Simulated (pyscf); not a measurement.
Thermochemistry of product channels of H₂N–SiH(NH₂)–Cl (SMILES N[SiH](N)Cl) + NH (SMILES [NH]) [triplet] on the triplet surface, in eV, from ωB97M-D3(BJ)/def2-TZVP energies (ideal gas, 1 atm, RRHO with modes under 100 cm⁻¹ raised to 100, one conformer, R ln 2 for chiral ones without a mode under 150 cm⁻¹). PySCF, gas phase, ωB97X-D3(BJ)/def2-SVP geometries.

```
products                                                            ΔE  ΔH(298 K)  ΔG(298 K)  ΔG(1200 K)
---------------------------------------------------------------  -----  ---------  ---------  ----------
H₂N–Si•(NH₂)–Cl (SMILES N[Si](N)Cl) + NH₂• (SMILES [NH2])        +0.06      +0.13      +0.08       -0.07
•HN–Si(NH₂)(NH₂)–Cl (SMILES [NH][Si](N)(N)Cl) + H• (SMILES [H])  +0.06      -0.01      +0.10       +0.30
```

These are energies of the channels, which say nothing of barriers.
